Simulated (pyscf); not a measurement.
H₂N–InH₂ + silanol (HO–SiH₃) → H₂N–InH–O–SiH₃ + hydrogen (H₂), a four-centre exchange (singlet surface; H–In, H–O broken, In–O, H–H formed). Single points on ωB97X-D3(BJ)/def2-SVP structures (PySCF, gas phase). Energies in kcal/mol from the separated reactants.

Small-basis levels: PySCF, no dispersion term, spherical d functions. 

Problem. In single points SVWN5/6-31G*+LANL2DZ puts the saddle at -3.0 kcal/mol and the reaction energy at -15.3 kcal/mol. Should these be trusted to within a few kcal/mol? Compare with ωB97M-D3(BJ)/def2-TZVP.

Solution. ωB97M-D3(BJ)/def2-TZVP gives ΔE‡ = 14.7 kcal/mol and ΔE = -6.9 kcal/mol. SVWN5/6-31G*+LANL2DZ lies 17.6 kcal/mol under it in the barrier and 8.5 kcal/mol under it in the reaction energy, so on this step it does not hold to within 3.0 kcal/mol. At SVWN5/6-31G*+LANL2DZ this geometry lies under one side, so its ΔE‡ may be no barrier of that level. ωB97M-D3(BJ)/def2-TZVP has limits of its own. On the reactant side the descent ends in an adduct with a N–Si, In–O contact (not fully relaxed), 15.6 kcal/mol under the separated species and 27.3 kcal/mol under the saddle at ωB97X-D3(BJ)/def2-TZVP. What is counted as formed (In–O) is already present as a longer contact in the reactant adduct; forming that adduct is a step of its own. At the saddle there is also a short H–In contact that neither side keeps. At ωB97X-D3(BJ)/def2-TZVP the barrier from the zero used here is 11.7 kcal/mol. One saddle was located; it need not be the lowest between these sides. In the def2 sets elements past Kr carry core potentials, without spin-orbit coupling.
